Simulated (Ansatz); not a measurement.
We consider fcc Au, described by RPBE in Ansatz (PAW).

Run with plane-wave cutoff 520 eV, 24×24×24 k mesh, Fermi–Dirac smearing 0.05 eV, scalar-relativistic PAW data made under PBE.

Pressure at four volumes; x = ln(V/18.458 Å³). One pressure is withheld.

| V (Å³/atom) | x | P (GPa) |
|---|---|---|
| 17.350 | -0.0619 | 9.44 |
| 18.458 | 0.0000 | 0.31 |
| 19.196 | 0.0392 | -3.98 |
| 19.565 | 0.0582 | ? |

Question: Pass a parabola P(x) through the three rows shown, estimate the bulk modulus and its pressure derivative near zero pressure, and predict the withheld pressure.

Answer: Slopes between the rows: (0.31 − (9.44))/(0.0000 − (-0.0619)) = -147.50 and (-3.98 − (0.31))/(0.0392 − (0.0000)) = -109.44 GPa. Their difference over the span 0.1011 is c = 38.06/0.1011 = 376.5 GPa, so P(x) = 9.44 + (-147.50)(x − (-0.0619)) + 376.5 (x − (-0.0619))(x − (0.0000)). At the middle row B = −dP/dx = −[-147.50 + 376.5 × 0.0619] = 124.2 GPa, and B′ = dB/dP = 2c/B = 6.1. At x = 0.0582 the parabola gives -5.64 GPa; the run gives -5.71 GPa. The Birch–Murnaghan fit to the energies at all volumes has B0 = 121 GPa and B′ = 5.9.

Measured, for comparison: bulk modulus 182 GPa (0 K value with the zero-point phonon effect removed, our sources range from 175 to 182; as tabulated in Mejia-Rodriguez and Trickey (2018), arXiv:1807.09216). Computed (rounded) less measured: bulk modulus -34 % (-31 % to -34 % over the range).

Spin–orbit coupling is not included; it can shift volumes and moduli of such heavy elements.

Ansatz is a first-principles code.
